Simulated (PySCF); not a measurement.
Atomic charges against the basis set

Phosphorus pentafluoride, PF₅.
SMILES with atom numbers: `[F:1][P:2]([F:3])([F:4])([F:5])[F:6]`

PBE0 throughout (PySCF), one geometry, spherical d and f functions. Geometry: PBE0-D3(BJ)/def2-SVP; no solvent, vibrations or thermal averaging. Atoms taken as equivalent share a column and are averaged.

Mulliken charges (e):

```tsv
basis	functions	F1/F6	P2	F3/F4/F5
pcSseg-0	58	-0.492	+2.267	-0.427
cc-pVDZ	88	-0.251	+1.147	-0.215
aug-cc-pVDZ	142	-0.498	+2.270	-0.424
cc-pVTZ	184	-0.250	+1.062	-0.188
IGLO-III	219	-0.358	+1.732	-0.339
```

IAO charges (e):

| basis | functions | F1/F6 | P2 | F3/F4/F5 |
| --- | --- | --- | --- | --- |
| pcSseg-0 | 58 | -0.441 | +2.127 | -0.415 |
| cc-pVDZ | 88 | -0.481 | +2.282 | -0.440 |
| aug-cc-pVDZ | 142 | -0.491 | +2.321 | -0.446 |
| cc-pVTZ | 184 | -0.497 | +2.361 | -0.455 |
| IGLO-III | 219 | -0.498 | +2.364 | -0.456 |

Hirshfeld charges (e):

| basis | functions | F1/F6 | P2 | F3/F4/F5 |
| --- | --- | --- | --- | --- |
| pcSseg-0 | 58 | -0.191 | +0.756 | -0.125 |
| cc-pVDZ | 88 | -0.162 | +0.628 | -0.101 |
| aug-cc-pVDZ | 142 | -0.166 | +0.660 | -0.109 |
| cc-pVTZ | 184 | -0.161 | +0.635 | -0.104 |
| IGLO-III | 219 | -0.162 | +0.641 | -0.106 |

Problem. Which scheme is steadiest as the basis changes?

Solution. Largest range over the bases for any column: Hirshfeld 0.13 e, IAO 0.24 e, Mulliken 1.21 e. Hirshfeld charges move least and Mulliken charges most, counted in e.

Problem. How much do the charges still move between the two largest bases, cc-pVTZ and IGLO-III?

Solution. At most, over all atoms: Mulliken 0.670 e, IAO 0.003 e, Hirshfeld 0.006 e.

Problem. What do the same runs give for the total energy and the frontier levels?

Solution. 
```
      basis  energy (Eh)  HOMO (eV)  LUMO (eV)
   pcSseg-0    -838.4511     -12.26      -0.86
    cc-pVDZ    -840.0943     -11.84       0.21
aug-cc-pVDZ    -840.1578     -12.22      -0.78
    cc-pVTZ    -840.3346     -12.08       0.17
   IGLO-III    -840.3680     -12.18      -0.13
```
